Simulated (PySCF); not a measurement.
Gas-phase reaction: 2 AlCl₃.NH₃ + 3 H₂ → 2 AlH₃.NH₃ + 3 Cl₂

Computed with PySCF (xtb for GFN2) and rigid-rotor harmonic-oscillator thermochemistry at 1 bar. † marks an energy on the PBE0/def2-TZVP geometry and frequencies; other levels use their own. CCSD(T) freezes the core. 6-31G* has spherical d functions here. All species are closed-shell singlets. Adducts (AlCl₃.NH₃, AlH₃.NH₃) have no counterpoise correction, and HF, PBE, BLYP, B3LYP and PBE0 lack dispersion. AlH₃.NH₃: computed as isolated molecules; such fragments, hydroxides, amides, oligomers or adducts are transient or little studied in the gas. CCSD(T) isn't extrapolated to the basis-set limit. The harmonic model lacks anharmonicity and excited electronic states, which grow with temperature; levels with a mode under 35 cm⁻¹ are left out. Soft modes under 120 cm⁻¹ make the harmonic entropy rough for AlCl₃.NH₃.

```tsv
level	ΔE electronic, kJ	ΔH°(298 K), kJ	ΔS°(298 K), J/K	ΔG°(1000 K), kJ
CCSD(T)/def2-SVP†	1538	1532	73	1477
GFN2-xTB	987	983	70	929
HF/6-31G*	1583	1576	80	1515
HF/def2-TZVP†	1533	1526	73	1471
r2SCAN/def2-TZVP†	1537	1530	73	1475
```
ΔH° is lowest at GFN2-xTB and highest at HF/6-31G*. No reference value is set beside these.
